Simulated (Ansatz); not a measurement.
Relaxation of C2H3N (6 atoms, charge 0, multiplicity 1), to a largest force component of 0.02 eV/Å in at most 50 steps.

Computed with Ansatz, UKS PBE-D4/def2-SVP.

```xyz
6
Properties=species:S:1:pos:R:3
C -0.719 0.161 -0.336
C 0.528 0.176 -0.649
N 0.091 0.782 0.482
H 0.756 0.344 -1.702
H 1.101 -0.748 -0.726
H 0.306 0.245 1.332
```

Problem. Where does it end, and by what steps?

Solution. The forces met the threshold. After 8 steps the energy has fallen by 2.600 eV; H6 moved furthest, 0.53 Å. The start is strongly strained (largest force component 11 eV/Å).

```
step  energy less start (eV)  largest force component (eV/Å)  accepted
   0                  0.0000                          11.122       yes
   1                 -1.6258                           4.129       yes
   2                 -2.1508                           1.861       yes
   3                 -2.3800                           1.487       yes
   4                 -2.5068                           0.932       yes
   5                 -2.5816                           1.210       yes
   6                 -2.5984                           0.297       yes
   7                 -2.5999                           0.126       yes
   8                 -2.6001                           0.009       yes
```

```xyz
6
Properties=species:S:1:pos:R:3
C -0.923 0.072 -0.257
C 0.566 -0.020 -0.805
N 0.094 0.409 0.470
H 0.918 0.745 -1.521
H 1.046 -1.012 -0.882
H 0.363 0.765 1.396
```

Whether the end is a true minimum wasn't checked by a vibrational analysis.

Time of the run: 33 s on 1 thread of Intel(R) Xeon(R) Processor @ 2.50GHz (Skylake/Cascade Lake) (shared host), peak memory 0.13 GiB.
